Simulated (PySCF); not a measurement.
The dipole of `C/C(=N/N)C=C` from its density and from atomic charges.

Coordinates (GFN2-xTB, Å) and charges (e) from the PBE0/pcSseg-1 density (PySCF):

```tsv
atom	x	y	z	Mulliken	IAO	Hirshfeld	ESP-fitted
C1	-0.735	1.865	-0.565	-0.1261	-0.3096	-0.0928	-0.4565
C2	0.159	1.024	-0.054	-0.2186	-0.1708	-0.0571	-0.2383
C3	-0.017	-0.416	0.069	-0.0168	+0.0883	+0.0381	+0.5518
C4	-1.271	-1.040	-0.471	-0.1942	-0.4306	-0.1277	-0.6192
N5	0.812	-1.238	0.597	-0.3051	-0.1779	-0.1082	-0.3520
N6	1.953	-0.876	1.207	-0.2233	-0.4048	-0.1546	-0.5899
H7	-1.692	1.536	-0.931	+0.1174	+0.1499	+0.0470	+0.1966
H8	-0.540	2.922	-0.631	+0.1173	+0.1549	+0.0482	+0.1971
H9	1.097	1.429	0.308	+0.0986	+0.1337	+0.0404	+0.1757
H10	-1.223	-2.115	-0.327	+0.1289	+0.1640	+0.0425	+0.1445
H11	-2.143	-0.649	0.050	+0.1255	+0.1434	+0.0405	+0.1734
H12	-1.377	-0.825	-1.533	+0.1227	+0.1426	+0.0391	+0.1575
H13	2.374	0.025	0.998	+0.1734	+0.2334	+0.1139	+0.2934
H14	2.604	-1.645	1.261	+0.2002	+0.2835	+0.1306	+0.3659
```

Task: Form Σ q r in debye for every column and set it beside the full dipole.

Result: The full density gives (1.30, 1.22, -0.51) D, 1.86 D in size; dipole vectors point from the negative to the positive end.

| scheme | μx | μy | μz | size (D) | share of the full size (%) | angle to the full dipole (°) |
| --- | --- | --- | --- | --- | --- | --- |
| Mulliken | -0.94 | 0.99 | -1.10 | 1.76 | 94 | 80 |
| IAO | 1.00 | 0.43 | -0.35 | 1.14 | 62 | 19 |
| Hirshfeld | 0.90 | 0.31 | 0.06 | 0.96 | 51 | 31 |
| ESP-fitted | 1.32 | 1.24 | -0.48 | 1.87 | 101 | 1 |

Task: Which set comes closest?

Result: Length of the difference vector: ESP-fitted 0.04 D, IAO 0.86 D, Hirshfeld 1.15 D, Mulliken 2.33 D. Closest: ESP-fitted. 

Task: What is left for the Hirshfeld atoms' own dipoles?

Result: The shares of the density sum to the whole, so what Σ q r misses lies in dipoles about the nuclei. The atomic dipoles sum to (1.30, 1.22, -0.51) − (0.90, 0.31, 0.06) = (0.40, 0.91, -0.57) D, 1.15 D in size.

Task: With the origin at the mean of the coordinates, (0.000, 0.000, -0.002) Å, which are the largest single terms, by size, of the Mulliken dipole along the direction of the full one?

Result: C4 +1.35, H10 -1.34, H13 +1.17, H11 -1.17, H8 +0.97 D; all 14 atoms together +0.30 D. The single terms depend on the origin, their sum doesn't.

Task: Give the size of the full dipole in other units.

Result: 1.86 D = 0.731 au = 0.387 e·Å = 6.20 × 10⁻³⁰ C·m.

The structure is a single GFN2-xTB conformer in the gas phase; no vibrational or solvent corrections.

The run behind these numbers computed NMR shieldings as well. Time: 11 s. Hardware: an Arm Neoverse V2 with one thread (shared host).

The values belong to the conformer `[CH2:1]=[CH:2]/[C:3]([CH3:4])=[N:5]\[NH2:6]`: C1–C2–C3–C4 3°, H–N6–N5–C3 -22°, H–N6–N5–C3 -160°.
